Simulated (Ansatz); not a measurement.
Antiferromagnetic (type II) rock-salt MnS was calculated with PBE in Ansatz (plane waves, PAW).

Numerical settings: plane-wave cutoff 500 eV, magnetic order afm2, spin-polarised with opposed moments, scalar-relativistic PAW data made under PBE.

Cell (relaxed at this level):

```
MnS
1.0
    5.11431     2.53973     2.53973
    2.53973     5.11431     2.53973
    2.53973     2.53973     5.11431
Mn S
2 2
Direct
  0.00000   0.00000   0.00000
  0.50000   0.50000   0.50000
  0.25000   0.25000   0.25000
  0.75000   0.75000   0.75000
```

Give the computed magnetic moment (largest site, within a sphere).


* **magnetic moment (largest site, within a sphere)**: 4.09 μB

Moments are spin moments.

The computed numbers hold no vibrational or temperature effects.

It cost roughly 2.6 core-minutes of CPU time.

Ansatz is a first-principles code.
